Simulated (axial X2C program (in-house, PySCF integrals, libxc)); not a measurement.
**Worked dissociation energy of LiC⁻: PBE50, two-component**

All values were computed with an in-house relativistic program for diatomic molecules. Two-component (2c) means X2C with spin–orbit coupling and atomic mean-field two-electron Coulomb and Gaunt terms. Basis: C dyall-av3z [8s7p3d2f], Li dyall-av3z [9s9p3d] (cores contracted in-house); Gaussian nuclei, density fitting, unrestricted open shells. Masses: C 12.000 u, Li 7.016 u.

Molecular state: Ω = 1 (⟨Sz⟩ = 1.00, ⟨Lz⟩ = 0.00 at PBE50).

| Property | Result |
| --- | --- |
| E(C-) (2M_J = 3) | -37.877305 hartree |
| E(Li) (2M_J = 1) | -7.473157 hartree |
| E(LiC⁻) at Re | -45.421508 hartree |
| ωe | 559.8 cm⁻¹ |
| ωexe | 7.23 cm⁻¹ |

Q: Work out De and D0.

A: De = -37.877305 + (-7.473157) − (-45.421508) = 0.07105 hartree = 1.933 eV. The zero-point energy is ωe/2 − ωexe/4 = 278 cm⁻¹ = 0.034 eV, so D0 = 1.899 eV.

Occupations by symmetry block were frozen at the best pattern of an incomplete PBE0 search. Dissociation energies refer to the lowest single-determinant-based atoms at the same level and basis. Density functionals use the spin component along the axis (collinear). Other states lie close and PBE0, whose exact exchange favours high spin, may order them wrongly; the determinant shown need not be the ground state. The nearest other 2c determinant of the search, Ω = 2, lies 0.01 eV up at the distance of the search. Without a current term, density functionals place determinants with orbital angular momentum somewhat too high. With several unpaired electrons one determinant need not be a pure state. Open-shell Ω = 0 determinants with evenly filled partner blocks cannot be reached by this program, so the Ω shown need not be the lowest component. This is the Ω = 1 component of a π² triplet; the 0⁺ component is not one determinant and can lie lowest. The highest occupied level of some functionals is positive through self-interaction error; at Hartree–Fock it is bound. The determinant is spin-polarised beyond a pure state at some levels (its spin-free form has ⟨S²⟩ too high), which makes Re and μ there less reliable.

Each atomic determinant is the lowest at this level and need not be a pure J level. Totals compare only within one Hamiltonian and basis.
